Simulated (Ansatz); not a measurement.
`OC(F)(Cl)Cl` + H₂ → `OC(F)Cl` + HCl at 298.15 K and 1 bar (hydrogenolysis of a C–Cl bond).

Calculated with Ansatz (gas phase, PBE0-D4/def2-TZVP geometries, no zero-point term in ΔE). CCSD(T)/CBS is the MP2 limit (def2-TZVPP, def2-QZVPP) plus CCSD(T) − MP2 in def2-TZVPP, frozen cores. This one scheme is used for every species. Each species was taken in one conformer, which may not be the lowest.

```tsv
species	CCSD(T)/CBS energy (Eh)	H − E (kJ/mol)	S (J/(mol·K))
`OC(F)(Cl)Cl`	-1133.16081	83.0	313.9
H₂	-1.17544	35.1	130.4
`OC(F)Cl`	-673.99326	107.5	286.0
HCl	-460.38127	26.6	186.8
```

H − E and S are ideal-gas, rigid-rotor, harmonic terms from PBE0-D4/def2-TZVP, for one conformer and one mirror image of each species. The MP2-based limit puts H₂ 0.8 mEh under its directly extrapolated value; such offsets cancel only in part. 1 Eh = 2625.50 kJ/mol, R = 8.31446 J/(mol·K).

**Question.** By hand: ΔE, ΔH, ΔS and ΔG.

**Answer.** ΔE = (-673.99326) + (-460.38127) − (-1133.16081) − (-1.17544) = -0.03828 Eh = -100.5 kJ/mol. Δ(H − E) = 107.5 + 26.6 − 83.0 − 35.1 = 16.0, so ΔH = -84.5 kJ/mol. ΔS = 286.0 + 186.8 − 313.9 − 130.4 = 28.5 J/(mol·K). ΔG = -84.5 − 298.15 × (28.5)/1000 = -93.0 kJ/mol.

**Question.** By hand: the equilibrium constant, and the temperature at which ΔG would vanish if ΔH and ΔS stayed fixed.

**Answer.** log₁₀ K = −ΔG/(RT ln 10) = 16.3. ΔH and −TΔS have one sign here, so there is no such temperature.

ΔH outweighs TΔS. A doubt of 5 kJ/mol in ΔE shifts log₁₀ K by 0.9 here. Other conformers and mirror images would add mixing entropy, several J/(mol·K) or more a flexible species. These are equilibria of isolated gas molecules and say nothing of rates. Largest T1 diagnostic: 0.011 (customary marks: 0.02 for closed shells, 0.045 for open ones).
